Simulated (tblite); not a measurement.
A geometry optimisation, step by step.

Species: C4H4N (doublet state).
Numbering: `[H]/[N:5]=[CH:4]\[C:3]#[C:2][CH2:1]` (hydrogens: H6, H7 on C1; H8 on C4; H9 on N5)
Bond orders are those of one Lewis drawing.

Computed with GFN2-xTB (tblite), gas phase: L-BFGS steps from a force-field or distance-geometry start until the largest atomic force falls under 0.01 eV/Å. 11 of its 53 geometries are shown.

Step 0: E = -362.4492 eV, largest atomic force 5.735 eV/Å
```
atom  x, y, z in Å  |  force x, y, z in eV/Å
C1      2.321   -0.508   -0.325   -2.961   2.738   2.085
C2      0.845   -0.386   -0.234    5.674  -0.714  -0.437
C3     -0.342   -0.305   -0.127   -4.126  -0.389  -0.156
C4     -1.800   -0.181   -0.048    1.223   2.435   0.914
N5     -2.337    0.935    0.342    0.695  -1.379  -0.561
H6      2.736   -0.759    0.682   -0.225  -0.540  -1.223
H7      2.721    0.514   -0.598   -0.157  -1.464  -0.415
H8     -2.435   -1.036   -0.280    0.251   0.321   0.086
H9     -1.696    1.732    0.563   -0.373  -1.009  -0.293
```

Step 5: E = -363.4052 eV, largest atomic force 0.576 eV/Å
```
atom  x, y, z in Å  |  force x, y, z in eV/Å
C1      2.193   -0.319   -0.152    0.384   0.214   0.218
C2      0.865   -0.392   -0.217   -0.246   0.277   0.223
C3     -0.366   -0.358   -0.175    0.333  -0.059  -0.149
C4     -1.730   -0.147   -0.033   -0.428  -0.127  -0.103
N5     -2.329    0.906    0.325    0.018   0.452   0.136
H6      2.736   -0.841    0.606    0.126  -0.425   0.007
H7      2.733    0.448   -0.670    0.037   0.097  -0.256
H8     -2.378   -0.975   -0.257   -0.232  -0.524  -0.055
H9     -1.710    1.685    0.547    0.007   0.095  -0.021
```

Step 10: E = -363.4842 eV, largest atomic force 0.308 eV/Å
```
atom  x, y, z in Å  |  force x, y, z in eV/Å
C1      2.204   -0.268   -0.094   -0.140  -0.036  -0.069
C2      0.865   -0.320   -0.156   -0.013   0.128   0.130
C3     -0.369   -0.357   -0.198   -0.211   0.041   0.049
C4     -1.757   -0.163   -0.051    0.033  -0.020   0.038
N5     -2.319    0.914    0.326    0.110  -0.090  -0.054
H6      2.753   -0.914    0.566    0.040  -0.078  -0.084
H7      2.737    0.439   -0.702    0.081   0.046   0.060
H8     -2.406   -1.025   -0.251    0.150   0.257   0.079
H9     -1.694    1.700    0.535   -0.050  -0.247  -0.149
```

Step 16: E = -363.5064 eV, largest atomic force 0.137 eV/Å
```
atom  x, y, z in Å  |  force x, y, z in eV/Å
C1      2.198   -0.268   -0.100   -0.036   0.044   0.038
C2      0.856   -0.261   -0.103    0.050  -0.056  -0.092
C3     -0.375   -0.347   -0.181   -0.024   0.060   0.117
C4     -1.760   -0.170   -0.043    0.034  -0.059  -0.007
N5     -2.329    0.908    0.314    0.095  -0.006  -0.061
H6      2.751   -0.959    0.512   -0.041  -0.047  -0.100
H7      2.751    0.454   -0.678   -0.029   0.022   0.083
H8     -2.402   -1.023   -0.236   -0.014  -0.089   0.019
H9     -1.677    1.671    0.490   -0.035   0.132   0.003
```

Step 21: E = -363.5349 eV, largest atomic force 0.238 eV/Å
```
atom  x, y, z in Å  |  force x, y, z in eV/Å
C1      2.192   -0.249   -0.104    0.117  -0.150   0.071
C2      0.856   -0.224   -0.087   -0.026   0.008   0.038
C3     -0.375   -0.322   -0.062    0.090  -0.185  -0.120
C4     -1.760   -0.189   -0.007    0.004   0.084  -0.058
N5     -2.334    0.920    0.250   -0.071   0.024  -0.030
H6      2.709   -1.081    0.350    0.039   0.093  -0.136
H7      2.770    0.532   -0.567   -0.032   0.009   0.090
H8     -2.376   -1.067   -0.194    0.026   0.109   0.144
H9     -1.670    1.685    0.395   -0.146   0.009   0.002
```

Step 26: E = -363.5652 eV, largest atomic force 0.320 eV/Å
```
atom  x, y, z in Å  |  force x, y, z in eV/Å
C1      2.202   -0.259   -0.099   -0.193   0.077  -0.057
C2      0.868   -0.201   -0.057    0.056  -0.166   0.059
C3     -0.356   -0.355   -0.001   -0.222   0.206  -0.104
C4     -1.740   -0.179    0.008   -0.005  -0.189   0.113
N5     -2.353    0.927    0.173    0.064   0.048   0.041
H6      2.704   -1.169    0.150    0.212  -0.169   0.018
H7      2.770    0.592   -0.412    0.161   0.123   0.027
H8     -2.353   -1.072   -0.097   -0.004   0.033  -0.019
H9     -1.726    1.721    0.310   -0.069   0.037  -0.077
```

Step 31: E = -363.5922 eV, largest atomic force 0.203 eV/Å
```
atom  x, y, z in Å  |  force x, y, z in eV/Å
C1      2.210   -0.276   -0.122    0.100  -0.099   0.146
C2      0.877   -0.253   -0.028    0.015   0.019  -0.117
C3     -0.356   -0.330    0.001    0.058   0.104   0.066
C4     -1.740   -0.172    0.048   -0.015  -0.043  -0.114
N5     -2.376    0.929    0.139   -0.098   0.044   0.115
H6      2.749   -1.204    0.002   -0.022   0.083  -0.069
H7      2.787    0.625   -0.265   -0.113  -0.063   0.011
H8     -2.349   -1.070   -0.027    0.019  -0.056   0.028
H9     -1.788    1.757    0.226    0.057   0.010  -0.067
```

Step 36: E = -363.6035 eV, largest atomic force 0.069 eV/Å
```
atom  x, y, z in Å  |  force x, y, z in eV/Å
C1      2.219   -0.292   -0.105   -0.010   0.010  -0.003
C2      0.883   -0.279   -0.037   -0.024   0.021   0.004
C3     -0.351   -0.297    0.018   -0.005   0.010  -0.056
C4     -1.738   -0.163    0.053   -0.006   0.038   0.057
N5     -2.395    0.930    0.137    0.012  -0.015  -0.037
H6      2.772   -1.216   -0.095   -0.022   0.003  -0.004
H7      2.775    0.628   -0.180   -0.022  -0.033   0.020
H8     -2.334   -1.073    0.019    0.062  -0.025   0.008
H9     -1.816    1.768    0.166    0.016  -0.007   0.011
```

Step 42: E = -363.6056 eV, largest atomic force 0.040 eV/Å
```
atom  x, y, z in Å  |  force x, y, z in eV/Å
C1      2.217   -0.297   -0.108    0.006  -0.021   0.019
C2      0.883   -0.278   -0.036    0.017   0.012  -0.020
C3     -0.350   -0.281    0.018   -0.030  -0.006  -0.009
C4     -1.736   -0.158    0.065   -0.002  -0.012   0.006
N5     -2.403    0.930    0.123    0.013  -0.012  -0.001
H6      2.765   -1.223   -0.145   -0.021   0.015  -0.003
H7      2.773    0.625   -0.127    0.039   0.008   0.001
H8     -2.312   -1.082    0.048   -0.006   0.014   0.007
H9     -1.824    1.770    0.137   -0.016   0.003   0.000
```

Step 47: E = -363.6063 eV, largest atomic force 0.031 eV/Å
```
atom  x, y, z in Å  |  force x, y, z in eV/Å
C1      2.219   -0.294   -0.104    0.001   0.023  -0.014
C2      0.884   -0.266   -0.040   -0.005   0.014  -0.011
C3     -0.350   -0.279    0.013    0.031   0.000   0.001
C4     -1.736   -0.160    0.067    0.007   0.006   0.022
N5     -2.406    0.927    0.118   -0.013  -0.002   0.013
H6      2.752   -1.226   -0.169    0.007  -0.017   0.009
H7      2.791    0.618   -0.101   -0.014  -0.019   0.008
H8     -2.309   -1.084    0.068   -0.012  -0.009  -0.016
H9     -1.833    1.770    0.123   -0.002   0.004  -0.013
```

Step 52: E = -363.6065 eV, largest atomic force 0.007 eV/Å
```
atom  x, y, z in Å  |  force x, y, z in eV/Å
C1      2.219   -0.294   -0.107   -0.001  -0.005   0.002
C2      0.885   -0.261   -0.043   -0.003   0.002  -0.001
C3     -0.348   -0.277    0.014   -0.002   0.001  -0.003
C4     -1.735   -0.160    0.071    0.000   0.000  -0.004
N5     -2.407    0.925    0.119   -0.001   0.004   0.003
H6      2.749   -1.228   -0.172    0.003  -0.003   0.002
H7      2.795    0.616   -0.094    0.003   0.002  -0.001
H8     -2.308   -1.085    0.070    0.007   0.000   0.002
H9     -1.835    1.770    0.118   -0.006  -0.001   0.001
```

**Question.** Summarise the path.

**Answer.** The energy falls by 1.1573 eV from step 0 to step 52; nine tenths of that is first reached at step 11. It falls at every step. The largest force goes from 5.735 to 0.007 eV/Å. Among the bonds C1–C2 changes most, from 1.483 to 1.336 Å; the atoms move by 0.450 Å rms after alignment.

**Question.** Follow the three bonds and two angles with the largest change from start to end.

**Answer.** 
```
step  E above end (eV)  largest force (eV/Å)  C1–C2 (Å)  C3–C4 (Å)  C1–H7 (Å)  C2–C1–H7 (°)  C2–C1–H6 (°)
   0            1.1573                 5.735      1.483      1.466      1.131         107.0         109.4
   2            0.5232                 2.184      1.365      1.428      1.084         113.8         114.9
   5            0.2013                 0.576      1.332      1.387      1.071         121.2         121.0
   7            0.1488                 0.423      1.342      1.402      1.082         120.5         120.4
   9            0.1323                 0.291      1.343      1.410      1.077         119.8         120.6
  11            0.1142                 0.268      1.339      1.404      1.074         119.8         121.7
  14            0.1048                 0.147      1.340      1.400      1.076         120.4         121.8
  16            0.1002                 0.137      1.342      1.404      1.077         120.6         121.2
  18            0.0919                 0.300      1.341      1.406      1.078         121.0         120.3
  20            0.0773                 0.288      1.338      1.399      1.078         121.7         119.3
  23            0.0626                 0.355      1.334      1.385      1.077         121.7         119.4
  25            0.0441                 0.228      1.335      1.392      1.078         120.2         119.8
  27            0.0361                 0.361      1.336      1.396      1.073         120.1         119.8
  29            0.0223                 0.181      1.336      1.392      1.078         121.4         119.7
  32            0.0096                 0.210      1.338      1.394      1.080         121.7         120.8
  34            0.0048                 0.260      1.338      1.395      1.081         120.7         121.3
  36            0.0031                 0.069      1.337      1.394      1.078         120.6         121.4
  38            0.0016                 0.077      1.337      1.393      1.079         120.1         121.7
  41            0.0011                 0.042      1.336      1.393      1.076         120.2         121.6
  43            0.0008                 0.036      1.336      1.392      1.076         120.4         121.3
  45            0.0005                 0.041      1.336      1.392      1.077         120.6         121.2
  47            0.0002                 0.031      1.336      1.392      1.077         120.8         121.1
  50            0.0000                 0.013      1.336      1.393      1.077         120.9         121.0
  52            0.0000                 0.007      1.336      1.393      1.076         120.8         121.0
```

What follows is the cost of the whole relaxation. On one thread of an Arm Neoverse V1, shared host, this took 0.16 s wall.
